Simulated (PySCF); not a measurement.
Frontier levels across methods

Species: pyrazine, C4H4N2.
Structure used (PBE0-D3(BJ)/def2-SVP), in Å, numbered top down from 1:
```xyz
10
C4H4N2 angstrom
C     -0.5760   -1.1968    0.0035
C      0.8126   -1.0501    0.0373
N      1.3908    0.1471    0.0338
C      0.5760    1.1968   -0.0035
C     -0.8126    1.0501   -0.0373
N     -1.3908   -0.1471   -0.0338
H     -1.0342   -2.1923    0.0069
H      1.4680   -1.9278    0.0678
H      1.0342    2.1923   -0.0069
H     -1.4680    1.9278   -0.0678
```

Basis pcSseg-2 throughout (PySCF), one geometry. Geometry: PBE0-D3(BJ)/def2-SVP; no solvent, vibrations or thermal averaging.

Question: How do the orbital energies and the gap change with the method?

Answer: 
| method | kind | HOMO (eV) | LUMO (eV) | gap (eV) | SCF cycles |
| --- | --- | --- | --- | --- | --- |
| BLYP | GGA | -5.73 | -2.41 | 3.31 | 15 |
| OPBE | GGA | -5.76 | -2.48 | 3.28 | 15 |
| PBE | GGA | -5.80 | -2.56 | 3.24 | 15 |
| B97-D | GGA | -5.84 | -2.47 | 3.37 | 15 |
| LDA | LDA | -5.91 | -2.81 | 3.10 | 14 |
| BP86 | GGA | -5.91 | -2.64 | 3.28 | 15 |
| KT2 | GGA | -5.97 | -2.47 | 3.50 | 15 |
| KT3 | GGA | -5.99 | -2.48 | 3.52 | 15 |
| B97-2 | global hybrid | -7.05 | -1.65 | 5.40 | 12 |
| B3LYP | global hybrid | -7.10 | -1.80 | 5.30 | 13 |
| PBE0 | global hybrid | -7.32 | -1.59 | 5.72 | 12 |
| mPW1PW91 | global hybrid | -7.35 | -1.60 | 5.75 | 12 |
| CAM-B3LYP | range-separated hybrid | -8.78 | -0.48 | 8.30 | 12 |
| BHandHLYP | global hybrid | -8.81 | -0.51 | 8.30 | 12 |
| wB97X-D | range-separated hybrid | -9.22 | 0.20 | 9.42 | 12 |
| HF | Hartree–Fock | -9.81 | 2.11 | 11.92 | 10 |
| LC-wPBE | range-separated hybrid | -10.09 | 0.58 | 10.66 | 12 |

The HOMO spans 4.36 eV, from BLYP down to LC-wPBE, and the gap runs from 3.10 eV (LDA) to 11.92 eV (HF). Over the methods BLYP (0 %), OPBE (0 %), PBE (0 %), B97-D (0 %), LDA (0 %), BP86 (0 %), KT2 (0 %), KT3 (0 %), B97-2 (21 %), B3LYP (20 %), PBE0 (25 %), mPW1PW91 (25 %), BHandHLYP (50 %), HF (100 %), a straight line through the gap against the share of exact exchange rises by 0.89 eV for each 10 % (correlation coefficient 0.996). The dipole is below 0.03 D at every level.

The vertical ΔSCF ionisation energy at PBE0/def2-SVPD is 9.50 eV; −ε(HOMO) comes closest to it with wB97X-D (9.22 eV).
